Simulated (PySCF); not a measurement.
Level of theory: PBE0-D3(BJ)/def2-TZVP run with PySCF. Isolated molecules, 0 K electronic values unless said otherwise. One relaxed conformer stands for a flexible species; it need not be the lowest. 

Reference species (SMILES): `COC=O` (C–O–C–O torsion 0°) (neutral, multiplicity 1).

* **HOMO–LUMO gap**: 8.42 eV

Changed species: `C=C(O)O` (O–C–O–H torsion -42°, O–C–O–H torsion -42°).

Q: Predict the effect on the HOMO–LUMO gap.

A: the HOMO–LUMO gap falls by 1.13 eV, to 7.29 eV.
